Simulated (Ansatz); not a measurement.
This geometry of CH6Si (8 atoms, charge 0, multiplicity 1) is a first-order saddle point.

Theory: RKS B3LYP-D4/def2-SVP (Ansatz).

```xyz
8
Properties=species:S:1:pos:R:3
Si -0.376 -0.046 0.397
H 0.755 -0.174 1.398
C 1.943 -0.004 0.388
H 2.359 -0.999 0.586
H 2.056 0.273 -0.665
H 2.390 0.758 1.040
H -0.358 1.291 -0.276
H -0.288 -1.098 -0.664
```

Which two structures does it join? (They come from a converged band through this point; their orientation in space is the band's.)

Bonds broken: Si1–H2, Si1–C3. Bonds formed: H2–C3. CH6Si becomes CH4 + H2Si.

First end point:

```xyz
8
Properties=species:S:1:pos:R:3
Si 0.170 -0.023 0.339
H -0.251 -0.294 1.746
C 2.051 0.026 0.205
H 2.490 -0.936 0.514
H 2.366 0.228 -0.831
H 2.469 0.815 0.849
H -0.422 1.282 -0.084
H -0.393 -1.097 -0.533
```

Last end point:

```xyz
8
Properties=species:S:1:pos:R:3
Si -0.866 -0.021 0.420
H 1.148 -0.100 1.164
C 2.095 -0.023 0.574
H 2.555 -1.020 0.557
H 1.913 0.330 -0.448
H 2.730 0.694 1.113
H -0.575 1.170 -0.497
H -0.519 -1.029 -0.679
```

How far does it lie above each of them?

3.07 eV above the first and 0.92 eV above the second. This is the barrier of this one path; another mechanism may lie lower. The orbitals stay closed-shell, which can raise the energy where a bond breaks towards radicals; this wasn't checked here.

The run took 3.8 min on 1 thread of Arm Neoverse V1, with other jobs on the host, peak memory 0.11 GiB.
